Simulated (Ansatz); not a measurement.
Results of BLYP (PAW; Ansatz, a quantum-chemistry and plane-wave program) for fcc Pd.

Numerical settings: plane-wave cutoff 520 eV, 24×24×24 k mesh, Fermi–Dirac smearing 0.05 eV, scalar-relativistic PAW data made under PBE.

Equation-of-state points:

```csv
V (Å³/atom),E − E_lowest (meV/atom)
15.351,28.39
15.677,12.06
16.004,2.89
16.331,0.00
16.657,2.60
16.984,10.02
17.310,21.64
```

### Question
Fit the third-order Birch–Murnaghan equation and give B0 and B′.

### Answer
V0 = 16.332 Å³/atom, B0 = 135 GPa, B′ = 5.6 (fit to the energies at full precision).

Measured, for comparison: bulk modulus 195 GPa (zero-point energy and finite temperature contributions removed, our sources range from 187 to 198; as tabulated in doi:10.1021/acs.jctc.3c00612); equilibrium volume per atom 14.56 Å³/atom (static lattice: zero-point anharmonic expansion removed; as tabulated in Mejia-Rodriguez and Trickey (2018), arXiv:1807.09216). Computed (rounded) less measured: bulk modulus -31 % (-28 % to -32 % over the range), equilibrium volume per atom +12.2 %.

Note: the cell is over a tenth larger than the published one: the level's own overestimate first of all, though another phase or state, or a fault of the published cell, is possible.

Cost on a shared machine: roughly 40 core-seconds.
